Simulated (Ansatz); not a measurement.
Basis-set extrapolation for AlClHO, SMILES `[O][AlH][Cl]` radical (PBE0-D4/def2-TZVP geometry, frozen core, Ansatz 0.2.0). Multiplicity 2, UHF reference.

```csv
,def2-TZVPP,def2-QZVPP
HF,-776.987661,-777.011223
MP2 correlation,-0.444717,-0.488095
CCSD(T) correlation,-0.497447,not run
```

Energies in hartree. Use E(X) = E(∞) + A·exp(−7.88·√X) for Hartree–Fock and E(X) = E(∞) + B·X^(−2.97) for correlation, with X = 3 and 4, and add CCSD(T) minus MP2 of the smaller set to the MP2 limit.

**Question.** What is the CCSD(T) energy at the basis-set limit?

**Answer.** HF limit: -777.011223 + (-0.023562) × 0.13774 = -777.01447. MP2 limit: -0.488095 + (-0.043378) × 0.74074 = -0.52023. Higher-order term: -0.497447 − (-0.444717) = -0.05273. Total: -777.58743 hartree, 2.78 eV below CCSD(T)/def2-TZVPP.
